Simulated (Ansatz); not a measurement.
Molecular dynamics of H7NOSi

input.yaml

```yaml
crystal:
  periodic: [false, false, false]
  atoms:
    - { symbol: Si, position_ang: [0.110324, -0.126562, 0.100315] }
    - { symbol: "N", position_ang: [0.102998, -0.147237, 2.05256] }
    - { symbol: H, position_ang: [-0.829833, -0.103481, 2.486095] }
    - { symbol: H, position_ang: [0.687675, 0.583468, 2.484672] }
    - { symbol: H, position_ang: [1.403448, 0.317705, -0.512895] }
    - { symbol: H, position_ang: [-0.689468, 1.183043, 0.00738] }
    - { symbol: H, position_ang: [-0.850827, -1.011937, -0.656639] }
    - { symbol: O, position_ang: [1.050789, -1.823753, 0.738203] }
    - { symbol: H, position_ang: [0.563488, -2.633881, 0.489738] }
    - { symbol: H, position_ang: [0.624104, -1.226663, 1.833571] }
basis:
  gaussian: { orbitals: def2-SVP }
hamiltonian:
  xc: blyp
md:
  timestep: 0.5
  n_steps: 200
  ensemble: nve
  temperature: 100.0
  initial_velocities: maxwell_boltzmann
  seed: 2317
```

Command:

```bash
$ ansatz run input.yaml --threads 2 --pin off --max-ram 3072MiB --backend cpu --events-out ev --progress --plain --runs-dir out
```

It starts at the highest image of a converged band, a first-order saddle point between two minima.

Output, in part (one step line in 3, the closing report, with atoms numbered from 0):

```
md step     0: t =     0.00 fs  T =   100.0 K  F+E_penalty+E_count = -11521.40842408 eV  E_kin = 0.103408 eV  conserved = -11521.30501608 eV  (25 SCF iters)
md step     3: t =     1.50 fs  T =    81.7 K  F+E_penalty+E_count = -11521.38924251 eV  E_kin = 0.084467 eV  conserved = -11521.30477581 eV  (31 SCF iters)
md step     6: t =     3.00 fs  T =    52.6 K  F+E_penalty+E_count = -11521.35900225 eV  E_kin = 0.054425 eV  conserved = -11521.30457768 eV  (31 SCF iters)
md step     9: t =     4.50 fs  T =    37.6 K  F+E_penalty+E_count = -11521.34349920 eV  E_kin = 0.038871 eV  conserved = -11521.30462844 eV  (30 SCF iters)
md step    12: t =     6.00 fs  T =    34.8 K  F+E_penalty+E_count = -11521.34059439 eV  E_kin = 0.036013 eV  conserved = -11521.30458165 eV  (30 SCF iters)
md step    15: t =     7.50 fs  T =    47.6 K  F+E_penalty+E_count = -11521.35388205 eV  E_kin = 0.049232 eV  conserved = -11521.30465047 eV  (31 SCF iters)
md step    18: t =     9.00 fs  T =    66.1 K  F+E_penalty+E_count = -11521.37320607 eV  E_kin = 0.068356 eV  conserved = -11521.30485042 eV  (31 SCF iters)
md step    21: t =    10.50 fs  T =    70.1 K  F+E_penalty+E_count = -11521.37719044 eV  E_kin = 0.072471 eV  conserved = -11521.30471929 eV  (31 SCF iters)
md step    24: t =    12.00 fs  T =    74.0 K  F+E_penalty+E_count = -11521.38106607 eV  E_kin = 0.076477 eV  conserved = -11521.30458876 eV  (31 SCF iters)
md step    27: t =    13.50 fs  T =    92.7 K  F+E_penalty+E_count = -11521.40062968 eV  E_kin = 0.095865 eV  conserved = -11521.30476474 eV  (31 SCF iters)
md step    30: t =    15.00 fs  T =   109.9 K  F+E_penalty+E_count = -11521.41839744 eV  E_kin = 0.113617 eV  conserved = -11521.30478065 eV  (31 SCF iters)
md step    33: t =    16.50 fs  T =   122.4 K  F+E_penalty+E_count = -11521.43130668 eV  E_kin = 0.126609 eV  conserved = -11521.30469767 eV  (31 SCF iters)
md step    36: t =    18.00 fs  T =   137.2 K  F+E_penalty+E_count = -11521.44667777 eV  E_kin = 0.141859 eV  conserved = -11521.30481853 eV  (31 SCF iters)
md step    39: t =    19.50 fs  T =   143.0 K  F+E_penalty+E_count = -11521.45268588 eV  E_kin = 0.147920 eV  conserved = -11521.30476540 eV  (30 SCF iters)
md step    42: t =    21.00 fs  T =   147.2 K  F+E_penalty+E_count = -11521.45682043 eV  E_kin = 0.152246 eV  conserved = -11521.30457481 eV  (30 SCF iters)
md step    45: t =    22.50 fs  T =   169.8 K  F+E_penalty+E_count = -11521.48027692 eV  E_kin = 0.175569 eV  conserved = -11521.30470786 eV  (31 SCF iters)
md step    48: t =    24.00 fs  T =   196.9 K  F+E_penalty+E_count = -11521.50846106 eV  E_kin = 0.203602 eV  conserved = -11521.30485910 eV  (30 SCF iters)
md step    51: t =    25.50 fs  T =   214.6 K  F+E_penalty+E_count = -11521.52647784 eV  E_kin = 0.221870 eV  conserved = -11521.30460814 eV  (30 SCF iters)
md step    54: t =    27.00 fs  T =   251.0 K  F+E_penalty+E_count = -11521.56404712 eV  E_kin = 0.259536 eV  conserved = -11521.30451074 eV  (29 SCF iters)
md step    57: t =    28.50 fs  T =   315.6 K  F+E_penalty+E_count = -11521.63119034 eV  E_kin = 0.326337 eV  conserved = -11521.30485344 eV  (30 SCF iters)
md step    60: t =    30.00 fs  T =   371.6 K  F+E_penalty+E_count = -11521.68919009 eV  E_kin = 0.384279 eV  conserved = -11521.30491155 eV  (30 SCF iters)
md step    63: t =    31.50 fs  T =   408.3 K  F+E_penalty+E_count = -11521.72702643 eV  E_kin = 0.422204 eV  conserved = -11521.30482215 eV  (29 SCF iters)
md step    66: t =    33.00 fs  T =   434.3 K  F+E_penalty+E_count = -11521.75393588 eV  E_kin = 0.449052 eV  conserved = -11521.30488347 eV  (28 SCF iters)
md step    69: t =    34.50 fs  T =   444.7 K  F+E_penalty+E_count = -11521.76467521 eV  E_kin = 0.459813 eV  conserved = -11521.30486226 eV  (29 SCF iters)
md step    72: t =    36.00 fs  T =   445.7 K  F+E_penalty+E_count = -11521.76548162 eV  E_kin = 0.460866 eV  conserved = -11521.30461589 eV  (27 SCF iters)
md step    75: t =    37.50 fs  T =   464.7 K  F+E_penalty+E_count = -11521.78519285 eV  E_kin = 0.480509 eV  conserved = -11521.30468383 eV  (29 SCF iters)
md step    78: t =    39.00 fs  T =   494.1 K  F+E_penalty+E_count = -11521.81586807 eV  E_kin = 0.510908 eV  conserved = -11521.30495969 eV  (28 SCF iters)
md step    81: t =    40.50 fs  T =   506.2 K  F+E_penalty+E_count = -11521.82825784 eV  E_kin = 0.523447 eV  conserved = -11521.30481110 eV  (29 SCF iters)
md step    84: t =    42.00 fs  T =   516.6 K  F+E_penalty+E_count = -11521.83893335 eV  E_kin = 0.534251 eV  conserved = -11521.30468229 eV  (29 SCF iters)
md step    87: t =    43.50 fs  T =   541.6 K  F+E_penalty+E_count = -11521.86490039 eV  E_kin = 0.560091 eV  conserved = -11521.30480985 eV  (29 SCF iters)
md step    90: t =    45.00 fs  T =   568.9 K  F+E_penalty+E_count = -11521.89308647 eV  E_kin = 0.588297 eV  conserved = -11521.30478926 eV  (29 SCF iters)
md step    93: t =    46.50 fs  T =   600.6 K  F+E_penalty+E_count = -11521.92572266 eV  E_kin = 0.621115 eV  conserved = -11521.30460783 eV  (29 SCF iters)
md step    96: t =    48.00 fs  T =   653.0 K  F+E_penalty+E_count = -11521.97999807 eV  E_kin = 0.675243 eV  conserved = -11521.30475467 eV  (29 SCF iters)
md step    99: t =    49.50 fs  T =   714.2 K  F+E_penalty+E_count = -11522.04326776 eV  E_kin = 0.738502 eV  conserved = -11521.30476549 eV  (29 SCF iters)
md step   102: t =    51.00 fs  T =   782.9 K  F+E_penalty+E_count = -11522.11430978 eV  E_kin = 0.809555 eV  conserved = -11521.30475474 eV  (29 SCF iters)
md step   105: t =    52.50 fs  T =   859.5 K  F+E_penalty+E_count = -11522.19378447 eV  E_kin = 0.888833 eV  conserved = -11521.30495179 eV  (30 SCF iters)
md step   108: t =    54.00 fs  T =   920.9 K  F+E_penalty+E_count = -11522.25735282 eV  E_kin = 0.952303 eV  conserved = -11521.30504990 eV  (30 SCF iters)
md step   111: t =    55.50 fs  T =   955.4 K  F+E_penalty+E_count = -11522.29283210 eV  E_kin = 0.987999 eV  conserved = -11521.30483265 eV  (28 SCF iters)
md step   114: t =    57.00 fs  T =   986.1 K  F+E_penalty+E_count = -11522.32438488 eV  E_kin = 1.019655 eV  conserved = -11521.30472996 eV  (30 SCF iters)
md step   117: t =    58.50 fs  T =  1025.3 K  F+E_penalty+E_count = -11522.36511706 eV  E_kin = 1.060291 eV  conserved = -11521.30482652 eV  (30 SCF iters)
md step   120: t =    60.00 fs  T =  1063.7 K  F+E_penalty+E_count = -11522.40486536 eV  E_kin = 1.099985 eV  conserved = -11521.30488028 eV  (30 SCF iters)
md step   123: t =    61.50 fs  T =  1091.4 K  F+E_penalty+E_count = -11522.43368393 eV  E_kin = 1.128627 eV  conserved = -11521.30505657 eV  (30 SCF iters)
md step   126: t =    63.00 fs  T =  1089.0 K  F+E_penalty+E_count = -11522.43125905 eV  E_kin = 1.126160 eV  conserved = -11521.30509917 eV  (29 SCF iters)
md step   129: t =    64.50 fs  T =  1053.5 K  F+E_penalty+E_count = -11522.39424810 eV  E_kin = 1.089373 eV  conserved = -11521.30487556 eV  (29 SCF iters)
md step   132: t =    66.00 fs  T =  1012.1 K  F+E_penalty+E_count = -11522.35132816 eV  E_kin = 1.046594 eV  conserved = -11521.30473392 eV  (29 SCF iters)
md step   135: t =    67.50 fs  T =   983.2 K  F+E_penalty+E_count = -11522.32155975 eV  E_kin = 1.016740 eV  conserved = -11521.30482010 eV  (28 SCF iters)
md step   138: t =    69.00 fs  T =   962.9 K  F+E_penalty+E_count = -11522.30041180 eV  E_kin = 0.995681 eV  conserved = -11521.30473095 eV  (29 SCF iters)
md step   141: t =    70.50 fs  T =   956.9 K  F+E_penalty+E_count = -11522.29431919 eV  E_kin = 0.989471 eV  conserved = -11521.30484824 eV  (29 SCF iters)
md step   144: t =    72.00 fs  T =   951.1 K  F+E_penalty+E_count = -11522.28842714 eV  E_kin = 0.983489 eV  conserved = -11521.30493798 eV  (29 SCF iters)
md step   147: t =    73.50 fs  T =   932.8 K  F+E_penalty+E_count = -11522.26939674 eV  E_kin = 0.964631 eV  conserved = -11521.30476541 eV  (30 SCF iters)
md step   150: t =    75.00 fs  T =   917.2 K  F+E_penalty+E_count = -11522.25316344 eV  E_kin = 0.948424 eV  conserved = -11521.30473948 eV  (30 SCF iters)
md step   153: t =    76.50 fs  T =   905.2 K  F+E_penalty+E_count = -11522.24093055 eV  E_kin = 0.936017 eV  conserved = -11521.30491332 eV  (29 SCF iters)
md step   156: t =    78.00 fs  T =   881.3 K  F+E_penalty+E_count = -11522.21612725 eV  E_kin = 0.911368 eV  conserved = -11521.30475941 eV  (29 SCF iters)
md step   159: t =    79.50 fs  T =   862.3 K  F+E_penalty+E_count = -11522.19630546 eV  E_kin = 0.891639 eV  conserved = -11521.30466691 eV  (30 SCF iters)
md step   162: t =    81.00 fs  T =   858.9 K  F+E_penalty+E_count = -11522.19298368 eV  E_kin = 0.888154 eV  conserved = -11521.30482920 eV  (30 SCF iters)
md step   165: t =    82.50 fs  T =   855.8 K  F+E_penalty+E_count = -11522.18977274 eV  E_kin = 0.884979 eV  conserved = -11521.30479411 eV  (30 SCF iters)
md step   168: t =    84.00 fs  T =   853.9 K  F+E_penalty+E_count = -11522.18782166 eV  E_kin = 0.883016 eV  conserved = -11521.30480573 eV  (27 SCF iters)
md step   171: t =    85.50 fs  T =   851.2 K  F+E_penalty+E_count = -11522.18512305 eV  E_kin = 0.880204 eV  conserved = -11521.30491912 eV  (30 SCF iters)
md step   174: t =    87.00 fs  T =   839.0 K  F+E_penalty+E_count = -11522.17235714 eV  E_kin = 0.867629 eV  conserved = -11521.30472829 eV  (29 SCF iters)
md step   177: t =    88.50 fs  T =   843.5 K  F+E_penalty+E_count = -11522.17672905 eV  E_kin = 0.872284 eV  conserved = -11521.30444554 eV  (28 SCF iters)
md step   180: t =    90.00 fs  T =   894.1 K  F+E_penalty+E_count = -11522.22928085 eV  E_kin = 0.924530 eV  conserved = -11521.30475112 eV  (29 SCF iters)
md step   183: t =    91.50 fs  T =   956.4 K  F+E_penalty+E_count = -11522.29399593 eV  E_kin = 0.988950 eV  conserved = -11521.30504641 eV  (29 SCF iters)
md step   186: t =    93.00 fs  T =   991.0 K  F+E_penalty+E_count = -11522.32980178 eV  E_kin = 1.024755 eV  conserved = -11521.30504715 eV  (29 SCF iters)
md step   189: t =    94.50 fs  T =   994.1 K  F+E_penalty+E_count = -11522.33299193 eV  E_kin = 1.028017 eV  conserved = -11521.30497476 eV  (28 SCF iters)
md step   192: t =    96.00 fs  T =   975.4 K  F+E_penalty+E_count = -11522.31357415 eV  E_kin = 1.008679 eV  conserved = -11521.30489485 eV  (29 SCF iters)
md step   195: t =    97.50 fs  T =   948.4 K  F+E_penalty+E_count = -11522.28544262 eV  E_kin = 0.980719 eV  conserved = -11521.30472361 eV  (29 SCF iters)
md step   198: t =    99.00 fs  T =   932.2 K  F+E_penalty+E_count = -11522.26879262 eV  E_kin = 0.964014 eV  conserved = -11521.30477908 eV  (29 SCF iters)
md step   200: t =   100.00 fs  T =   924.9 K  F+E_penalty+E_count = -11522.26137010 eV  E_kin = 0.956428 eV  conserved = -11521.30494194 eV  (27 SCF iters)
Total energy: -11522.26173384 eV, -423.4353086490 hartree
Atom 0 at     0.170308    -0.394633    -0.381374 Å, force     1.139185    -0.887407     0.195861 eV/Å
Atom 1 at     0.255483     0.307870     3.219117 Å, force     0.122222    -0.419170    -0.292759 eV/Å
Atom 2 at    -0.622989    -0.076599     3.567622 Å, force    -0.459068    -0.021539     0.068530 eV/Å
Atom 3 at     0.285878     1.291306     3.517255 Å, force     0.305095    -0.166416     0.312082 eV/Å
Atom 4 at     0.084889     0.736071     0.609502 Å, force    -0.252906    -0.121765    -0.313788 eV/Å
Atom 5 at    -1.071376    -0.594892    -1.224050 Å, force     0.108822    -0.025713     0.362043 eV/Å
Atom 6 at     1.341702    -0.181881    -1.322457 Å, force    -0.251098     0.414301    -0.122457 eV/Å
Atom 7 at     0.701541    -1.870976     0.374323 Å, force    -0.810062     0.718030    -0.248885 eV/Å
Atom 8 at     1.670802    -1.894071     0.287224 Å, force     0.053852    -0.095740     0.033226 eV/Å
Atom 9 at     0.972772    -0.277209     3.682936 Å, force     0.043957     0.605419     0.006147 eV/Å
Dipole moment:     0.128254     0.211680     0.397224 e Å
```

The run went to its last step. The conserved energy stayed within 0.058 meV per atom of its start (net change 0.0074 meV per atom), so the integration is sound. The kinetic energy rose, since the run started high on the potential surface and went downhill. It ends in pieces (H3N + H4OSi), so much of that is their flight and rotation, not heat. A run of 0.1 ps of so small a system gives no equilibrium averages. The orbitals stay closed-shell, which can raise the energy where a bond breaks towards radicals; this wasn't checked here.

Between its relaxed ends the band would form Si1–O8, N2–H10 and break Si1–N2, O8–H10. These pairs go: Si1–O8 2.04 → 1.74 Å, N2–H10 1.22 → 1.04 Å, Si1–N2 1.95 → 3.67 Å, O8–H10 1.32 → 3.68 Å. In the last frame they stand as after the step (other bonds may differ from the relaxed reactants and products). It ends as H3N + H4OSi. Pairs count as bonded within 1.25 times the sum of covalent radii (0.12 Å more for H–H).

Last frame:

```xyz
10
Properties=species:S:1:pos:R:3
Si 0.170 -0.395 -0.381
N 0.256 0.308 3.219
H -0.623 -0.077 3.568
H 0.286 1.291 3.517
H 0.085 0.736 0.610
H -1.071 -0.595 -1.224
H 1.342 -0.182 -1.323
O 0.702 -1.871 0.374
H 1.671 -1.894 0.287
H 0.973 -0.277 3.683
```

Run time: 3.8 min on 2 threads of Arm Neoverse V2, with other jobs on the host, peak memory 0.1 GiB.
